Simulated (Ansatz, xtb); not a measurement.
Two isomers of C2H6O+

Structure X: the doublet with the links of `[CH2][OH+]C`. Structure Y: the doublet with the links of `C[CH][OH2+]`. Both are isolated ions in the gas phase, relaxed with PBE0-D3(BJ)/def2-SVP; the shapes shown needn't be the lowest conformers.

X (Å):

```xyz
9

C    -0.8681    1.5553    1.6258
C     0.0046   -0.6819    0.8862
O    -1.0654    0.3401    0.9265
H    -1.7687    2.1683    1.6728
H     0.1519    1.9287    1.5363
H    -1.9662   -0.0265    1.0187
H     0.1730   -1.0485    1.9060
H    -0.3553   -1.4611    0.2060
H     0.8816   -0.1740    0.4710
```

Y (Å):

```xyz
9

C    -1.4180    0.9457    1.2783
C    -0.0048    0.5761    1.3086
O     0.2859   -0.7408    0.7262
H    -2.0646    0.2122    1.7897
H    -1.5255    1.9043    1.8077
H    -1.7929    1.0945    0.2468
H     0.8520    1.2281    1.1232
H    -0.3847   -1.4312    0.9076
H     1.1897   -1.0804    0.8882
```

Quicker runs give these differences E(Y) − E(X): GFN2-xTB −0.436 eV; HF/STO-3G −0.085 eV (at GFN2-xTB geometries); r2SCAN-D4/def2-SVP −0.563 eV (at GFN2-xTB geometries).

Estimate E(Y) − E(X) at the level CCSD(T)/def2-SVP + ΔMP2/def2-TZVPP.

Calculated at CCSD(T)/def2-SVP + ΔMP2/def2-TZVPP: E(Y) − E(X) = −0.440 eV, so structure Y lies lower.

Level by level:

| level | geometry | E(Y) − E(X) (eV) | departure from the last row (eV) | job, with rough time for the two |
| --- | --- | --- | --- | --- |
| GFN2-xTB | GFN2-xTB | −0.436 | +0.004 | optimisation, 1.3 s |
| HF/STO-3G | GFN2-xTB | −0.085 | +0.355 | single point, 2 s |
| r2SCAN-D4/def2-SVP | GFN2-xTB | −0.563 | −0.123 | single point, 13 s |
| PBE0-D3(BJ)/def2-SVP | PBE0-D3(BJ)/def2-SVP | −0.542 | −0.102 | optimisation, 3.5 min |
| HF/def2-SVP | PBE0-D3(BJ)/def2-SVP | −0.292 | +0.148 | part of the CCSD(T) run |
| MP2/def2-SVP | PBE0-D3(BJ)/def2-SVP | −0.469 | −0.029 | part of the CCSD(T) run |
| CCSD(T)/def2-SVP | PBE0-D3(BJ)/def2-SVP | −0.421 | +0.019 | single point |
| CCSD(T)/def2-SVP + ΔMP2/def2-TZVPP | PBE0-D3(BJ)/def2-SVP | −0.440 |  | single point, 53 s |

As drawn, Y has 1 C–C, 1 O–H in place of 1 C–O, 1 C–H.

None of the levels shown reverses the order. The largest departure from CCSD(T)/def2-SVP + ΔMP2/def2-TZVPP is that of HF/STO-3G, 0.355 eV. The last row adds to CCSD(T) the change of the MP2 difference between the two basis sets, here −0.019 eV.

With harmonic frequencies from PBE0-D3(BJ)/def2-SVP (ideal gas, rigid rotor, one conformer each, 1000 K, 1 atm): on the last row, ΔE + ΔZPE = −0.454, ΔH = −0.446, ΔG = −0.453 eV.

Open shells are spin-unrestricted. The correlated steps freeze 3 core orbitals. Run with Ansatz 0.2.0, xtb 6.7.1; the last row on 1 thread of Intel(R) Xeon(R) Processor @ 2.50GHz (Skylake/Cascade Lake) on a shared host.
